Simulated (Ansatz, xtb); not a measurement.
**A geometry optimisation of H3OSi+ with r2SCAN-D4/def2-SVP**

The starting geometry of this gas-phase singlet has its atoms placed at random.

```xyz
5

O     0.6023   -0.8457    1.0856
Si    1.0620    0.1860   -0.7361
H     0.1542   -1.5298   -0.1726
H     0.4702    1.3647   -0.0933
H     0.1268   -0.4428   -1.8981
```

Q: Guess where an optimisation with r2SCAN-D4/def2-SVP ends from this start.

A: It ends as `O[SiH2+]`. Contacts that close: O1–Si2 (2.14 → 1.59 Å), O1–H3 (1.50 → 0.97 Å).

The energy falls by 6.75 eV over 10 steps:

```
step  E − E(last) (eV)
   1             6.748
   2             3.578
   3             1.471
   4             0.608
   5             0.180
   6             0.045
   7             0.005
   8             0.002
   9             0.000
  10             0.000
```

Final geometry (Å):

```xyz
5

O     0.4843   -0.9123    0.5189
Si    0.5129    0.1799   -0.6325
H     0.3559   -1.8761    0.4803
H     0.7371    1.5440   -0.1367
H     0.3252   -0.2031   -2.0446
```

From the same start GFN2-xTB reaches the same bonding as this run.

From so rough a start the end depends on the optimiser's path, so another program may land elsewhere. The end wasn't checked by frequencies. Run with Ansatz 0.2.0, 5.1 s on 1 thread of Intel(R) Xeon(R) 6975P-C (Granite Rapids) (shared host).
